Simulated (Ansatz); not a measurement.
Results of r²SCAN0 in Ansatz (PAW) for litharge SnO.

Run with plane-wave cutoff 520 eV, 8×8×6 k mesh (along the axes of the cell as run), Fermi–Dirac smearing 0.01 eV, scalar-relativistic PAW data made under PBE.

Cell (relaxed at this level):

```
CELL_PARAMETERS angstrom
      3.77077     0.00000     0.00000
      0.00000     3.77077     0.00000
      0.00000     0.00000     4.98143
ATOMIC_POSITIONS crystal
  Sn 0.50000 0.00000 0.77129
  Sn 0.00000 0.50000 0.22871
  O  0.50000 0.50000 0.00000
  O  0.00000 0.00000 0.00000
```

Question: What does this level give for the band gap and smallest direct gap on the k points sampled?

Answer: 
* **band gap**: 1.41 eV
* **smallest direct gap on the k points sampled**: 3.66 eV

Note: the cell comes from a level without a dispersion term, which matters for the spacing of layers, chains or molecules; the cell has widely spaced layers and the level no dispersion term, so their spacing and the moduli can rest on weak binding.

Spin–orbit coupling is not included.

The computed numbers hold no vibrational or temperature effects.

Ansatz is a first-principles code.
